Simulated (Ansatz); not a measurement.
**CH6BN (SMILES BCN): one structure at several levels**

Aim: energy, forces and dipole at a structure displaced at random from a GFN2-xTB minimum, from CCSD(T) and from density functionals.

Computed with Ansatz 0.2.0, Gaussian basis. Level: single points in def2-TZVPP.

Correlated methods freeze the cores.

### 1 Starting geometry

9 atoms, charge 0, spin multiplicity 1.

Atoms are counted from 1 here; the program's logs count them from 0.

Bond lengths: B1–C2 1.558 Å, B1–H4 1.344 Å, B1–H5 1.231 Å, C2–N3 1.475 Å, C2–H6 1.293 Å, C2–H7 1.276 Å, N3–H8 1.161 Å, N3–H9 1.247 Å. Angles: C2–B1–H4 133.2°, C2–B1–H5 131.3°, H4–B1–H5 95.3°, B1–C2–N3 110.9°, B1–C2–H6 99.3°, B1–C2–H7 106.4°, N3–C2–H6 105.0°, N3–C2–H7 104.6°, H6–C2–H7 130.1°, C2–N3–H8 119.7°, C2–N3–H9 121.9°, H8–N3–H9 93.6°.

Coordinates:

```xyz
9
charge 0, multiplicity 1
B     0.4553    1.1489   -0.1257
C     0.3446   -0.3955   -0.2978
N    -0.5262   -0.9787    0.7400
H     1.2206    2.0868   -0.7100
H    -0.2189    1.9432    0.5297
H    -0.3563   -0.4345   -1.3842
H     1.5029   -0.8695   -0.0501
H    -0.8688   -2.0847    0.6482
H    -1.6808   -0.5559    0.9458
```

### 2 CCSD(T)/def2-TZVPP

Contents of run/in.yaml:

```yaml
crystal:
  periodic: [false, false, false]
  atoms:
    - {symbol: B, position_ang: [0.455300, 1.148900, -0.125700]}
    - {symbol: C, position_ang: [0.344600, -0.395500, -0.297800]}
    - {symbol: N, position_ang: [-0.526200, -0.978700, 0.740000]}
    - {symbol: H, position_ang: [1.220600, 2.086800, -0.710000]}
    - {symbol: H, position_ang: [-0.218900, 1.943200, 0.529700]}
    - {symbol: H, position_ang: [-0.356300, -0.434500, -1.384200]}
    - {symbol: H, position_ang: [1.502900, -0.869500, -0.050100]}
    - {symbol: H, position_ang: [-0.868800, -2.084700, 0.648200]}
    - {symbol: H, position_ang: [-1.680800, -0.555900, 0.945800]}
basis:
  gaussian: {orbitals: def2-TZVPP}
correlation: {method: ccsd_t}
output: {forces: true}
```

No record of the launch command was kept for these runs.

### 3 PBE0-D4/def2-TZVPP

Edit run/in.yaml of step 2 so:

```diff
@@ -14,3 +14,3 @@
   gaussian: {orbitals: def2-TZVPP}
-correlation: {method: ccsd_t}
-output: {forces: true}
+hamiltonian: {xc: pbe0, dispersion: d4}
+output: {forces: true, orbitals: {seedname: orbitals}}
```

### 4 wB97M-V/def2-TZVPP

Edit run/in.yaml of step 3 so:

```diff
@@ -14,3 +14,3 @@
   gaussian: {orbitals: def2-TZVPP}
-hamiltonian: {xc: pbe0, dispersion: d4}
-output: {forces: true, orbitals: {seedname: orbitals}}
+hamiltonian: {xc: {name: wB97M-V}}
+output: {forces: true}
```

### 5 r2SCAN-D4/def2-TZVPP

Edit run/in.yaml of step 4 so:

```diff
@@ -14,3 +14,3 @@
   gaussian: {orbitals: def2-TZVPP}
-hamiltonian: {xc: {name: wB97M-V}}
+hamiltonian: {xc: r2scan, dispersion: d4}
 output: {forces: true}
```

### 6 PBE-D4/def2-TZVPP

Edit run/in.yaml of step 5 so:

```diff
@@ -14,3 +14,3 @@
   gaussian: {orbitals: def2-TZVPP}
-hamiltonian: {xc: r2scan, dispersion: d4}
+hamiltonian: {xc: pbe, dispersion: d4}
 output: {forces: true}
```

### 7 LC-wPBE/def2-TZVPP

Edit run/in.yaml of step 6 so:

```diff
@@ -14,3 +14,3 @@
   gaussian: {orbitals: def2-TZVPP}
-hamiltonian: {xc: pbe, dispersion: d4}
+hamiltonian: {xc: {name: LC-wPBE}}
 output: {forces: true}
```

### 8 BHLYP-D4/def2-TZVPP

Edit run/in.yaml of step 7 so:

```diff
@@ -14,3 +14,3 @@
   gaussian: {orbitals: def2-TZVPP}
-hamiltonian: {xc: {name: LC-wPBE}}
+hamiltonian: {xc: {name: BHLYP}, dispersion: d4}
 output: {forces: true}
```

(Steps that only read results are left out.)

What does the calculation give? Wanted: energy less free atoms, CCSD(T)/def2-TZVPP; RMS force component; RMS force error; HOMO and LUMO, PBE0-D4; T1 diagnostic.

The runs gave:

| quantity | value |
| --- | --- |
| energy less free atoms, CCSD(T)/def2-TZVPP | -28.691 eV |
| RMS force component | 2.017 to 2.367 eV/Å over the methods |
| RMS force error | PBE0-D4 0.167, wB97M-V 0.121, r2SCAN-D4 0.143, PBE-D4 0.240, LC-wPBE 0.205, BHLYP-D4 0.236 eV/Å |
| HOMO and LUMO, PBE0-D4 | -6.68 and -1.37 eV |
| T1 diagnostic | 0.011 |

Against CCSD(T) the functionals' energies less atoms differ by -1.782 to +0.013 eV, PBE-D4 by -1.782 eV. The reference is not at the basis limit: in triple zeta CCSD(T) underbinds, which counts against methods that bind more; the gaps are no ranking. The forces of wB97M-V come nearest to CCSD(T), those of PBE-D4 are farthest. Frozen-core CCSD(T) forces in triple zeta carry basis errors of their own, and this is one geometry, so small gaps rank nothing.
